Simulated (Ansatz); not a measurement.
NS⁺, quintet in cc-pVDZ: errors against UCCSDTQ

Geometry: that of the NS⁺, triplet, kept fixed. The singlet lies 6.0 eV lower here.

```json
{"atom": "N", "x (Å)": "0.0000", "y (Å)": "0.0000", "z (Å)": "0.0000"}
{"atom": "S", "x (Å)": "0.0000", "y (Å)": "0.0000", "z (Å)": "1.5946"}
```

Basis cc-pVDZ; Ansatz 0.2.0. Only valence electrons are correlated (noble-gas cores frozen), which leaves 10 electrons in 26 orbitals. Prefix R: restricted or restricted open-shell reference; prefix U: unrestricted. Active spaces: valence = (10e, 8o) chosen from the atoms' valence shells.

Full CI isn't at hand for all of this; UCCSDTQ serves as the reference, and is uncertain by the last step of the cluster series or more. The frozen core follows each run's orbitals, which can shift R against U totals by a few meV.

For open shells CISD and CISDTQ are restricted-active-space CI with the open shells as a complete middle space.

The UHF ⟨S²⟩ is 6.036, the T1 diagnostic (RCCSD) is 0.0195 and the largest doubles amplitude (RCCSD) is 0.058. The T1 diagnostic (UCCSD) is 0.0140.

Problem. From what is known of these methods and the diagnostics, rank them by the size of their error in total energy against UCCSDTQ in cc-pVDZ, smallest first (an estimate: the text doesn't fix the numbers).
A. MRCISD (valence space)
B. RCCSD(T)
C. UCCSD
D. NEVPT2 (valence space)
E. CISDTQ

Solution. E (0.42 mEh), B (1.34 mEh), C (5.45 mEh), A (12.28 mEh), D (36.64 mEh).

All errors are against UCCSDTQ in cc-pVDZ. Within each family the higher level lies nearer, as is usual though not guaranteed.

Natural occupations of CASSCF (valence space) about the gap: 1.998 1.991 1.969 1.003 1.003 0.998 0.998 0.040; effectively unpaired electrons, Σ n²(2−n)², 4.01.
